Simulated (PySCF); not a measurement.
Molecule: 2-Methyloxazole (SMILES Cc1ncco1).

Mapped SMILES: `[CH3:1][c:2]1[n:3][cH:4][cH:5][o:6]1`. Hydrogens are named by the atom that carries them.

Spin–spin couplings on one PBE0-D3(BJ)/def2-SVP geometry, PySCF 2.14, gas phase, non-relativistic, equivalent pairs averaged (spin–dipole term only in couplings to heteroatoms); isotopes $^{13}$C, $^{1}$H, $^{17}$O; functional B3LYP.

**Question.** How do the couplings (Hz) change with the basis set? Times are CPU seconds on shared hosts with different chips, so compare them loosely. Far from the basis limit: 6-31G-J, pcJ-0, 6-31G*, def2-TZVP, cc-pVTZ.

**Answer.** 
```tsv
basis set	functions	$^{1}J$(C5,H(C5))	$^{1}J$(C4,H(C4))	$^{1}J$(C1,H(C1))	$^{1}J$(C4,C5)	$^{1}J$(C1,C2)	$^{1}J$(C2,O6)	$^{1}J$(C5,O6)	core-s
6-31G-J	92	228.0	214.0	140.9	72.2	71.4	45.3	32.6	7
pcJ-0	93	197.8	186.3	118.5	54.0	57.0	45.7	29.7	6.8
6-31G*	94	197.7	188.5	148.0	85.6	77.7	17.8	10.1	11
pcJ-1	212	215.6	202.6	136.4	73.5	69.9	33.9	23.9	21
def2-TZVP	216	205.5	193.4	128.8	73.6	68.5	36.5	26.3	25
cc-pVTZ	250	195.3	184.3	120.5	84.7	60.7	31.9	24.9	31
```

The Fermi-contact term samples the wavefunction at the nucleus, which is why sets with added tight s functions (names with J) are made for couplings.
